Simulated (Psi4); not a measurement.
Psi4 input (wB97X-D/6-31G*):

```
memory 1500 MB

molecule {
-1 1
O    -1.05073224   -0.47616366   -0.00735618
C    -0.07562986    0.30382496    0.00787443
O     1.15136738    0.07188593   -0.00312174
H    -0.35130198    1.41127208    0.03657684
symmetry c1
no_reorient
no_com
}

set {
  basis 6-31G*
  reference rks
  scf_type pk
  dft_radial_points 99
  dft_spherical_points 590
  e_convergence 1e-8
  d_convergence 1e-7
  maxiter 150
}

e = energy('wb97x-d')
print_out(f'\nFINAL {e:.10f} DIPOLE {variable("CURRENT DIPOLE")[0]:.6f} {variable("CURRENT DIPOLE")[1]:.6f} {variable("CURRENT DIPOLE")[2]:.6f}\n')
```

From the last part of the output:

```
      25A      1.371526    26A      1.391311    27A      1.420791
      28A      1.757210    29A      1.795359    30A      1.832650
      31A      1.838902    32A      2.071628    33A      2.118846
      34A      2.182234    35A      2.251964    36A      2.253718
      37A      2.299772    38A      2.559786    39A      2.724495
      40A      2.969940    41A      3.072616    42A      3.206992
      43A      3.235025    44A      3.395288    45A      4.133665
      46A      4.164326    47A      4.556419

    Final Occupation by Irrep:
              A
    DOCC [    12 ]
    NA   [    12 ]
    NB   [    12 ]

  @RKS Final Energy:  -189.11697321888624

   => Energetics <=

    Nuclear Repulsion Energy =             62.5915595942062808
    One-Electron Energy =                -390.0884312903647242
    Two-Electron Energy =                 154.5926403350077010
    DFT Exchange-Correlation Energy =     -16.2126013881763882
    Empirical Dispersion Energy =          -0.0001404695591058
    VV10 Nonlocal Energy =                  0.0000000000000000
    Total Energy =                       -189.1169732188862440

Computation Completed

Properties will be evaluated at   0.000000,   0.000000,   0.000000 [a0]

Properties computed using the SCF density matrix

 Multipole Moments:

 ------------------------------------------------------------------------------------
     Multipole            Electronic (a.u.)      Nuclear  (a.u.)        Total (a.u.)
 ------------------------------------------------------------------------------------

 L = 1.  Multiply by 2.5417464519 to convert [e a0] to [Debye]
 Dipole X            :         -0.0990894           -0.0000000           -0.0990894
 Dipole Y            :          0.3980680           -0.0000000            0.3980680
 Dipole Z            :          0.0103169            0.0000001            0.0103170
 Magnitude           :                                                    0.4103453

 ------------------------------------------------------------------------------------

FINAL -189.1169732189 DIPOLE -0.099089 0.398068 0.010317

*** Psi4 exiting successfully. Buy a developer a beer!
```

The dipole moment of an ion depends on the origin.
